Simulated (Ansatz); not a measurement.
`C=C(F)C(F)F` + CH₃SH → `C=C(F)SC` + `FCF` at 600 K and 1 bar (substitution at a C–C bond).

Gas-phase electronic energies from Ansatz, PBE0-D4/def2-TZVP geometries. CCSD(T)/CBS is the MP2 limit (def2-TZVPP, def2-QZVPP) plus CCSD(T) − MP2 in def2-TZVPP, frozen cores. This one scheme is used for every species. Each species was taken in one conformer, which may not be the lowest.

| species | CCSD(T)/CBS energy (Eh) | H − E (kJ/mol) | S (J/(mol·K)) |
| --- | --- | --- | --- |
| `C=C(F)C(F)F` | -415.29924 | 204.3 | 399.2 |
| CH₃SH | -438.22835 | 152.3 | 296.8 |
| `C=C(F)SC` | -614.69893 | 248.0 | 410.9 |
| `FCF` | -238.82660 | 113.4 | 283.4 |

H − E and S are ideal-gas, rigid-rotor, harmonic terms from PBE0-D4/def2-TZVP, for one conformer and one mirror image of each species. 1 Eh = 2625.50 kJ/mol, R = 8.31446 J/(mol·K).

By hand: ΔE, ΔH, ΔS and ΔG.

ΔE = (-614.69893) + (-238.82660) − (-415.29924) − (-438.22835) = 0.00206 Eh = 5.4 kJ/mol. Δ(H − E) = 248.0 + 113.4 − 204.3 − 152.3 = 4.8, so ΔH = 10.2 kJ/mol. ΔS = 410.9 + 283.4 − 399.2 − 296.8 = -1.7 J/(mol·K). ΔG = 10.2 − 600 × (-1.7)/1000 = 11.2 kJ/mol.

By hand: the equilibrium constant, and the temperature at which ΔG would vanish if ΔH and ΔS stayed fixed.

log₁₀ K = −ΔG/(RT ln 10) = -1.0. ΔH and −TΔS have one sign here, so there is no such temperature. One of them is within its doubt of zero, so this could turn.

The number of gas molecules stays the same, so ΔS is small and ΔH decides. A doubt of 5 kJ/mol in ΔE shifts log₁₀ K by 0.4 here. Other conformers and mirror images would add mixing entropy, several J/(mol·K) or more a flexible species. These are equilibria of isolated gas molecules and say nothing of rates. Largest T1 diagnostic: 0.012 (customary marks: 0.02 for closed shells, 0.045 for open ones).
